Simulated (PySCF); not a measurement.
# NaCl: energy against distance

Set-up: PySCF, no relativity, basis sets Na def2-TZVPP, Cl def2-TZVPP. Energies in eV from Na + Cl in their ground configurations at the same level. State: ¹Σ⁺ (singlet), closed shell.

All columns are PBE. A positive dipole means Na(−)Cl(+).

```tsv
R (Å)	E (eV)	μ (D)	Mulliken charge on Na (basis-dependent)	HOMO (eV)	LUMO (eV)	Mayer bond order	⟨S²⟩
2.034	-3.485	-7.20	0.67	-5.61	-1.97	0.66	0.00
2.128	-3.805	-7.53	0.66	-5.48	-2.05	0.67	0.00
2.223	-3.980	-7.87	0.65	-5.36	-2.13	0.68	0.00
2.294	-4.043	-8.12	0.64	-5.27	-2.20	0.69	0.00
2.365	-4.062	-8.38	0.63	-5.18	-2.26	0.69	0.00
2.436	-4.048	-8.64	0.63	-5.10	-2.33	0.70	0.00
2.531	-3.991	-8.98	0.62	-4.99	-2.42	0.70	0.00
2.649	-3.879	-9.42	0.62	-4.86	-2.53	0.70	0.00
2.791	-3.708	-9.95	0.62	-4.71	-2.67	0.69	0.00
2.980	-3.452	-10.64	0.63	-4.53	-2.85	0.67	0.00
```

A fit through these points gives, at Re = 2.367 Å, μ = -8.38 D and dμ/dR = -3.64 D/Å; the reduced mass is 13.87 u.

Problem. How strong is the fundamental in the double-harmonic approximation, I = 42.26·(dμ/dR)²/μred km/mol?

Solution. I = 42.26·(-3.64)²/13.87 = 40.4 km/mol at PBE.
